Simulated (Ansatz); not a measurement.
**Pyrite PtSb2**

Level of theory: PBE0 in Ansatz (PAW).

Run with plane-wave cutoff 500 eV, 4×4×4 k mesh, gaussian smearing 0.02 eV, scalar-relativistic PAW data made under PBE.

Cell (relaxed with r²SCAN):

```
PtSb2
1.0
    6.50476     0.00000     0.00000
    0.00000     6.50476     0.00000
    0.00000     0.00000     6.50476
Sb Pt
8 4
Cartesian
  4.06222   5.69492   0.80984
  0.80984   4.06222   5.69492
  4.06222   4.06222   4.06222
  2.44254   2.44254   2.44254
  5.69492   0.80984   4.06222
  5.69492   2.44254   0.80984
  0.80984   5.69492   2.44254
  2.44254   0.80984   5.69492
  0.00000   3.25238   3.25238
  3.25238   0.00000   3.25238
  0.00000   0.00000   0.00000
  3.25238   3.25238   0.00000
```

- band gap = 0.62 eV (on the SCF k mesh)

Measured, for comparison: band gap 0.11 eV (low temperature, zero-point motion not removed; as tabulated in Saeed et al. (2013), arXiv:1402.4256).

Note: cell and atoms aren't relaxed at this level (largest force component 0.05 eV/Å, pressure -2.4 GPa).

Spin–orbit coupling is not included; with these elements it can move the gap by several tenths of an eV or more.

It cost very roughly 22 core-minutes of CPU time.

Ansatz is a quantum-chemistry and plane-wave program.
